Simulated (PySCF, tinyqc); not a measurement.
Worked calculation: RHF in the sto-3g basis, for HF, spin multiplicity 1. The lowest restricted solution is unstable here: a spin-polarised one lies 0.0503 hartree lower (PySCF). One step of it, computed by the program tinyqc.

Question. Iteration 4: DIIS coefficients. Solve [B -1; -1 0][c; lambda] = [0; -1] for the coefficients, which sum to one.

B (overlaps of the stored error matrices):
```
[[3.1992532e-01, -1.7851527e-01, -4.7514081e-03],
 [-1.7851527e-01, 2.3763835e-01, 3.6772098e-02],
 [-4.7514081e-03, 3.6772098e-02, 1.1781554e-02]]
```

Give: DIIS coefficients.

Answer.

DIIS coefficients: [-0.1004, -0.2556, 1.3560]
